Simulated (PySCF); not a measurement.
# Where the electron goes

Species: silylphosphane, H5PSi.
Z-matrix (Å and degrees, GFN2-xTB geometry), rows numbered from 1:
```
Si
P   1  2.2355
H   1  1.4620  2  106.92
H   1  1.4653  2  113.30  3   120.66
H   1  1.4619  2  106.61  3  -118.78
H   2  1.3828  1   95.76  3   -74.17
H   2  1.3830  1   95.62  3  -167.23
```

Computed, not measured: PySCF, TDDFT wB97X-D/def2-SVPD, vertical, gas phase, core orbitals frozen in the response.

Frontier orbitals with the atoms that hold most of them (Löwdin shares over 4%, at most four atoms; ? is withheld):

| orbital | ε (eV) | atoms |
| --- | --- | --- |
| LUMO+2 | 2.41 | P2 51%, Si1 16%, H6 13%, H7 13% |
| LUMO+1 | 2.00 | Si1 32%, P2 30%, H4 10%, H3 8% |
| LUMO | ? | Si1 49%, P2 20%, H4 9%, H3 6% |
| HOMO | -9.32 | ? |
| HOMO-1 | -11.11 | ? |
| HOMO-2 | -11.79 | Si1 36%, H3 21%, H5 21%, P2 11% |
| HOMO-3 | -12.31 | Si1 38%, H4 30%, P2 16%, H5 5% |

Task: Give the leading atoms of the HOMO-1.

Result: P2 (bonded to Si and 2 H) 35%; Si1 (bonded to P and 3 H) 29%; H5 (bonded to Si) 9%; H3 (bonded to Si) 9%. By element: phosphorus 35%, silicon 29%, hydrogen 18% or more.

Task: Which atoms hold the HOMO, and with what shares?

Result: P2 (bonded to Si and 2 H) 66%; Si1 (bonded to P and 3 H) 14%; H6 (bonded to P) 7%; H7 (bonded to P) 7%. By element: phosphorus 66%, silicon 14%, hydrogen 14% or more.

Task: What is the LUMO energy, and the HOMO–LUMO gap?

Result: ε(LUMO) = 1.81 eV; the gap is 11.13 eV (0.4092 hartree).

Task: The HOMO–LUMO gap is 11.13 eV. Where does the response calculation put the lowest singlet, and from which orbitals?

Result: S1 is at 6.72 eV (f = 0.014), 4.41 eV below the gap, made of HOMO→LUMO+2 (92%). Its leading pair isn't HOMO and LUMO; the energies of that pair differ by 11.73 eV. Without the coupling terms of the response equations the lowest excitation would equal the gap.

Next come S2 at 6.84 eV (f 0.070), HOMO→LUMO+1 (68%), HOMO→LUMO (26%); S3 at 7.13 eV (f 0.231), HOMO→LUMO (60%), HOMO→LUMO+1 (24%); S4 at 7.62 eV (f 0.036), HOMO→LUMO+3 (89%); S5 at 7.68 eV (f 0.011), HOMO→LUMO+4 (90%).

Hardware: one thread of an Arm Neoverse V1, on a shared host. Cost: 3.6 s of wall time.
